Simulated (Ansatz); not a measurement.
Structure relaxation of Ta4O

Theory: DFT PBE, scalar-relativistic, plane waves, PAW (Ansatz 0.2.0).

The start is a database structure of Ta4O, space group P4/mmm (No. 123).

The final relaxation ran on this input, with the default PAW datasets:

```yaml
crystal:
  lattice:
    - [3.257497, 0.0, 0.0]
    - [0.0, 3.257497, 0.0]
    - [0.0, 0.0, 7.409341]
  atoms:
    - { symbol: Ta, position: [0.0, 0.0, 0.5] }
    - { symbol: Ta, position: [0.5, 0.5, 0.783158] }
    - { symbol: Ta, position: [0.5, 0.5, 0.216842] }
    - { symbol: Ta, position: [0.0, 0.0, 0.0] }
    - { symbol: O, position: [0.5, 0.5, 0.5] }
basis:
  ecutwfc: 420
kpoints:
  mp_grid: { grid: [12, 12, 6] }
hamiltonian:
  xc: pbe
scf:
  occupations: { method: gaussian, width: 0.1 }
output:
  forces: true
  stress: true
  eigenvalues: true
relax:
  adjacent_minimum: "off"
  f_tol: 0.01
  max_steps: 80
  cell: { stress_tol: 0.05 }
```

Launched as:

```bash
ansatz run input.yaml --threads 1 --pin off --max-ram 2560MiB --backend cpu --events-out ev --progress --plain --runs-dir out
```

It took 120 s on 1 thread of Intel(R) Xeon(R) Platinum 8259CL CPU @ 2.50GHz (Skylake/Cascade Lake), with other jobs on the host, peak memory 0.57 GiB.

The program printed at the end:

```
SCF converged after 5 iterations
Free energy (F): -40296.831140 eV
Harris-Foulkes:  -40296.831140 eV  (|F-HF|=1.46e-11)
Internal energy: -40296.822243 eV  (E = F + TS)
E sigma→0 (E₀):  -40296.826691 eV
Entropy (-TS):   -0.008897 eV (-1.779 meV/atom)
Fermi energy:    18.842658 eV
--- Per-component energies (eV) ---
  E_band       = -410.200794
  E_kinetic    = 1641.121711
  E_local      = -2511.672184  (includes V_loc(G=0)·N_el)
  E_nonlocal   = 106.447621
  E_hartree    = 876.253336
  E_xc         = -947.745546
  E_vxc        = -910.638433  (∫ρ·V_xc dr)
  E_paw        = -33744.835467  (= ΣΔE_a)
  E_vpaw       = -487.969364  (= ΣTr[D̂ρ^β])
  E_aug_tail   = 0.003126  (compensation charges beyond the density's cutoff)
  E_ewald      = -5716.394839
  E_smearing   = -0.008897  (= −TS)
  E_closure    = 0.000000  (closes the sum)
  Σ components = -40296.831140   (vs F -40296.831140, Δ=0.00e0)
--- Forces (eV/Å), atoms counted from 1 ---
  atom   1  Ta     0.00000000     0.00000000     0.00000000
  atom   2  Ta     0.00000000     0.00000000    -0.00915984
  atom   3  Ta     0.00000000     0.00000000     0.00915984
  atom   4  Ta     0.00000000     0.00000000     0.00000000
  atom   5  O      0.00000000     0.00000000     0.00000000
  max |Σ_I F_I| component: 1.26e-29 eV/Å
--- Stress (GPa, compression-positive) ---
        0.026718       0.000000       0.000000
        0.000000       0.026718       0.000000
        0.000000       0.000000      -0.029471
  P = ⅓ Tr σ = 0.0080 GPa (0.080 kbar)
--- Relaxed structure (4 steps of the walk, 3 accepted, 1 SCFs on fresh bases) ---
  F+E_penalty+E_count = -40296.83113951 eV   max|allowed force component| = 9.160e-3 eV/Å   (the final SCF, on the basis selected at the relaxed cell)
  cell:  # Å, volume = 78.3312 Å³
    - [3.254339, 0.000000, 0.0]
    - [0.000000, 3.254339, 0.0]
    - [0.0, 0.0, 7.396211]
  atoms:
    - { symbol: Ta, position: [0.000000, 0.000000, 0.500000] }
    - { symbol: Ta, position: [0.500000, 0.500000, 0.782956] }
    - { symbol: Ta, position: [0.500000, 0.500000, 0.217044] }
    - { symbol: Ta, position: [0.000000, 0.000000, 0.0] }
    - { symbol: O, position: [0.500000, 0.500000, 0.500000] }
```

Absolute energies hang on the potentials; compare differences alone.

The result has space group P4/mmm (No. 123). Around Ta on Wyckoff site b (1 atom of the primitive cell) lie 4 O at 2.30 Å; Ta on Wyckoff site h (2 atoms of the primitive cell) has 1 O at 2.09 Å; around Ta on Wyckoff site a (1 atom of the primitive cell) lie 8 Ta at 2.81 Å, 4 Ta at 3.25 Å and 2 Ta at 3.70 Å; around O lie 2 Ta at 2.09 Å and 4 Ta at 2.30 Å.

Against the elements it lies at -0.57 eV/atom. Formation energies are uncorrected and refer to the elements' standard structures at the same level (O₂ as a molecule).

The k mesh leaves about 4 meV/atom of noise in metals. Spin–orbit coupling is left out.

Symmetry constrained the relaxation, so the result can be a saddle point.